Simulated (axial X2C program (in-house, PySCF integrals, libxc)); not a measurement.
Which molecule has these constants?

Calculated with an in-house all-electron X2C program for linear molecules (integrals from PySCF), spin-free (one-electron X2C) or two-component (2c: spin–orbit coupling with atomic mean-field Coulomb and Gaunt terms, which also bring small scalar terms), in Dyall basis sets with cores contracted in-house; open shells are unrestricted.

A two-component PBE0 calculation in a Dyall 3-zeta basis gave Re = 1.871 Å, ωe = 1101.0 cm⁻¹, De = 1.54 eV, Ω = 0.

Question: Which molecule is it?
A. MgH⁻
B. LiMg⁻
C. NaMg⁻

Answer: A. The others have NaMg⁻ 3.739 Å and 85.2 cm⁻¹ (Ω = 0); LiMg⁻ 3.435 Å and 141.8 cm⁻¹ (Ω = 0).

Each entry is the lowest single determinant of a limited PBE0 search at one distance. De goes to single-determinant-based atoms at the same level (for ions the charge split of lowest energy) and is withheld (n/a) where an atom does not fit its ground term or J level. Main or longest-lived isotopes. One determinant is a doubtful description, or other states lie close, for NaMg⁻, LiMg⁻; these need not be ground states, and all values refer to the states named.
